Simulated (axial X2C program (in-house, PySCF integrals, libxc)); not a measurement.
LiMg: from Re and ωe to a spectrum

A bond curve at the PBE0 level, with spin–orbit coupling, was computed with an in-house relativistic program for diatomic molecules (basis Mg dyall-cv3z [9s8p6d3f], Li dyall-cv3z [7s8p2d] (cores contracted in-house)) for the state Ω = 1/2 (⟨Sz⟩ = 0.50, ⟨Lz⟩ = 0.00 at PBE0). Its fit gives Re = 3.0820 Å, ωe = 200.1 cm⁻¹, ωexe = 3.98 cm⁻¹ and αe = 7.566e-03 cm⁻¹; the masses are 23.9850 and 7.0160 u. Two-component means X2C with spin–orbit coupling and atomic mean-field Coulomb and Gaunt terms.

(1) Find the reduced mass, Be and the force constant.

(2) Estimate the centrifugal constant by the Kratzer relation.

(3) The dipole moment p changes by 0.40 D/Å at Re. What harmonic infrared intensity follows?

(4) Estimate De from a Morse curve and compare with the computed well depth of 0.274 eV to Mg + Li.

(5) A Morse curve ties αe to the other constants (Pekeris). How well does that hold?

The state is a single determinant with fixed occupations, the lowest that a limited PBE0 search found. Dissociation energies refer to the lowest single-determinant-based atoms at the same level and basis. Density functionals use the spin component along the axis (collinear). The levels of this run spread widely (ωe from 123 to 201 cm⁻¹), so these constants depend on the method. The bond is weak, and without diffuse functions and with truncated virtuals even CCSD(T) can be tens of per cent off in De.

Results:

(1) From the PBE0 values: μ = 5.4282 u. Be = 16.8576/(μ Re²) = 0.3269 cm⁻¹. k = 5.8918×10⁻⁷ μ ωe² = 0.128 mdyn/Å.

(2) D = 4Be³/ωe² = 3.49e-06 cm⁻¹.

(3) I = 42.256 × (dp/dR)²/μ = 1.2 km/mol.

(4) De(Morse) = ωe²/(4ωexe) = 0.312 eV against 0.274 eV computed, a ratio of 1.14. For De the Morse form works well here.

(5) αe(Morse) = 6Be²/ωe × (√(ωexe/Be) − 1) = 7.978e-03 cm⁻¹; the PBE0 curve gives 7.566e-03 cm⁻¹, a ratio of 1.05.
